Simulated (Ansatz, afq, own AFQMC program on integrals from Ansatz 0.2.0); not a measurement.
# Atomization energy of AuCH5O, singlet

```xyz
8

C    -1.0541    1.2953   -0.6533
Au    0.1942   -0.1511   -0.0408
O     1.5957   -1.7768    0.6515
H    -2.0662    0.8857   -0.7986
H    -0.6997    1.7167   -1.6074
H    -1.1011    2.1003    0.0970
H     1.0922   -2.5666    0.8868
H     2.0391   -1.5035    1.4647
```

Atoms in their ground-state spins without spin–orbit coupling (mostly on UHF) minus the molecule (RHF), without zero-point energy. The geometry is a stationary point, not shown to be a minimum.

Basis def2-TZVP with its core potentials. Noble-gas cores (and the filled d shells of Ga–Kr and In–Xe) are frozen. Integrals, coupled cluster, full CI and functionals: Ansatz 0.2.0; the random walks run on the same integrals in our own AFQMC program. ph-AFQMC/CISD is guided by a CISD state made of CCSD amplitudes; releasing the constraint for a short imaginary time cuts its bias at the price of noise, slowly where states lie close. Uncertainties: one standard error, sampling alone. No spin–orbit coupling. The metal's outer-core s and p shells are frozen, which shifts wave-function levels against functionals. The errors of all members are added in quadrature.

No full CI on the walks' own integrals is used here. The released AFQMC energy serves as the reference, which it does only where one determinant dominates, the energy is flat over the last release times and near the phaseless one (40 meV or 2 meV an electron, half that with transition metals). On small molecules, where full CI could be run and the noise was under 10 meV, such values lay within 10 meV of it in 19 cases of 20, a flattering rate, since the rule was set on those same cases; what remains of the bias isn't in the error bar. Each member takes its own surest rung, up to full CI.

The best estimate is CCSD(T) at the basis-set limit (CBS: def2-TZVPP and def2-QZVPP, with their diffuse functions for anions and beside diffuse sets, CCSD(T) itself extrapolated) plus the step from CCSD(T) to AFQMC with the constraint released in def2-TZVP. Rows without CBS are in def2-TZVP; B2PLYP and the wave-function rows carry a basis error of their own. Core correlation and relativity beyond core potentials are missing, and ± holds the sampling alone.

Cautions: no spin-orbit coupling; outer-core shells of the metal frozen; AuCH₅O (singlet): the released value is read at 1.20 1/Eh with a noise of 21 meV, more than in the cases checked (meV from the phaseless value at times in 1/Eh: -7 ± 9 at 0.24, -1 ± 14 at 0.48, -4 ± 14 at 0.80, 7 ± 21 at 1.20), released reference can be 30 meV off for metals; other spins of the molecule weren't checked.

| level | atomization energy (kcal/mol) |
| --- | --- |
| r2SCAN | 617.1 |
| HF | 424.8 |
| CCSD | 582.4 |

Question: From these cheaper values, estimate the atomization energy at the level of the best estimate.

Answer: 619.2 ± 0.5 kcal/mol (best estimate, highest rung released AFQMC).

| level | atomization energy (kcal/mol) | error against the best estimate (kcal/mol) |
| --- | --- | --- |
| MP2 | 599.7 | -19.5 ± 0.5 |
| CCSD(T) | 591.4 | -27.8 ± 0.5 |
| ph-AFQMC/CISD | 591.9 ± 0.3 | -27.3 ± 0.6 |
| released AFQMC | 591.8 ± 0.5 | -27.4 |
| HF/CBS | 429.1 | -190.1 ± 0.5 |
| MP2/CBS | 629.6 | 10.4 ± 0.5 |
| CCSD(T)/CBS | 619.1 | -0.1 ± 0.5 |
| PBE | 621.5 | 2.3 ± 0.5 |
| PBE0 | 606.2 | -13.0 ± 0.5 |
| B3LYP | 606.3 | -12.9 ± 0.5 |
| wB97M-V | 611.2 | -8.0 ± 0.5 |
| B2PLYP | 603.0 | -16.2 ± 0.5 |

Correlation beyond CCSD(T) changes it by less than twice the noise. Going to the basis-set limit adds 27.7 kcal/mol at CCSD(T). The perturbative (T) step is worth +9.0 kcal/mol.

Best estimates are given only where the step beyond CCSD(T) is under 0.3 eV and no member's determinant is very poor (T1 over 0.05, or 0.07 for open shells, ⟨S²⟩ too high by 0.3, two states mixed), so the hardest cases are missing from such tables.

The functionals ran in a triple-zeta set and keep a basis error of their own, a few kJ/mol for each bond in atomization energies and more for double hybrids, so close places among them and the extrapolated levels can swap.

Each member of a difference takes its own highest rung, so a best estimate needn't equal the limit plus the step of one row. Released energies are given only where the last usable release times agree within the noise; a slower fall can still hide under it. The exponents were fitted on light atoms, and def2 sets of heavy atoms don't grow evenly, so the limit is rough here.
